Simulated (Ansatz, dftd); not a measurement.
Reaction: CH4N (SMILES [CH2]N, doublet) → CH4N- (SMILES [CH2-]N) (an electron is taken up)
Each species at its own B3LYP-D3(BJ)/def2-TZVP minimum (Ansatz, a program for electronic structure).

Wanted: adiabatic electron affinity (electronic), positive where energy is released, in eV. UHF or UKS for unpaired electrons; spin-orbit terms are left out. Cores are frozen in correlated methods. Rows without X2C or -DK are non-relativistic. CBS(X,Y): correlation extrapolated as X^-3, Hartree-Fock from the larger set. A bracket is a step between two methods taken in the basis named. Functionals run without relativity, which enters their misses. '+ core + X2C': CCSD(T) terms for core correlation (cc-pwCVTZ) and scalar relativity (cc-pVTZ-DK). def2-TZVPD holds few diffuse functions, which lowers the functionals' binding of the extra electron.

```
level                                                                                        program  adiabatic electron affinity (eV)
------------------------------------------------------------------------------------  --------------  --------------------------------
HF/aug-cc-pVQZ                                                                                Ansatz                             -2.00
PBE-D3(BJ)/def2-TZVPD                                                                 Ansatz + dftd3                             -0.72
r2SCAN-D3(BJ)/def2-TZVPD                                                              Ansatz + dftd3                             -0.91
CCSD/aug-cc-pVTZ                                                                              Ansatz                             -0.70
CCSDT(Q)/aug-cc-pVDZ                                                                          Ansatz                        (withheld)
CCSD(T)/CBS(aug-cc-pVTZ,aug-cc-pVQZ) + [CCSDT(Q) - CCSD(T)]/aug-cc-pVDZ + core + X2C          Ansatz                        (withheld)
```

Question: Fill in the missing entries.

Answer: 
- CCSDT(Q)/aug-cc-pVDZ, adiabatic electron affinity (eV): -0.60
- CCSD(T)/CBS(aug-cc-pVTZ,aug-cc-pVQZ) + [CCSDT(Q) - CCSD(T)]/aug-cc-pVDZ + core + X2C, adiabatic electron affinity (eV): -0.57
